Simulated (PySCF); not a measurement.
Stretching OF⁻

Set-up: O aug-pcseg-1, F aug-pcseg-1; no relativity (PySCF 2.14). Energies in eV from O + F⁻ in their ground configurations at the same level. All curves are PBE0. state 1: ¹Σ⁺ (singlet), closed shell; state 2: ³Π (triplet), unpaired electrons σ ↑, π ↑, a second solution, started from another occupation.

```
R (Å)  state 1  state 2
1.293   -0.358   3.1689
1.353   -0.743   2.5622
1.413   -0.954   1.8632
1.458   -1.028   1.3484
1.503   -1.048   0.8884
1.548   -1.025   0.4967
1.608   -0.946   0.0792
1.683   -0.793  -0.2987
1.774   -0.567  -0.5890
1.894   -0.237  -0.7878
```

Problem. Put a parabola through the three lowest points of the state 1 curve and estimate Re, k and ωe (reduced mass 8.684 u; 1 eV/Å² = 0.16022 mdyn/Å; ωe = 1302.8·√(k/μ) cm⁻¹).

Solution. Through R = 1.458, 1.503, 1.548 Å the second-order coefficient is 10.6 eV/Å², so Re ≈ 1.501 Å, k ≈ 3.40 mdyn/Å and ωe ≈ 815 cm⁻¹. A polynomial fit of higher order to the unrounded PBE0 energies gives Re = 1.499 Å, k = 3.39 mdyn/Å, ωe = 814 cm⁻¹; anharmonicity and rounding make the difference.

The higher-order fit for each curve: state 1: Re = 1.499 Å, ωe = 814 cm⁻¹, De = 1.05 eV. State 2 gave no clean fit.

For an ion De counts to the pair picked by the measured ionisation energies or electron affinities, which need not be the lowest pair at this level. The highest Kohn–Sham level is positive in this anion. Much of that is self-interaction error, but it also means that the finite basis helps to hold the extra electron.
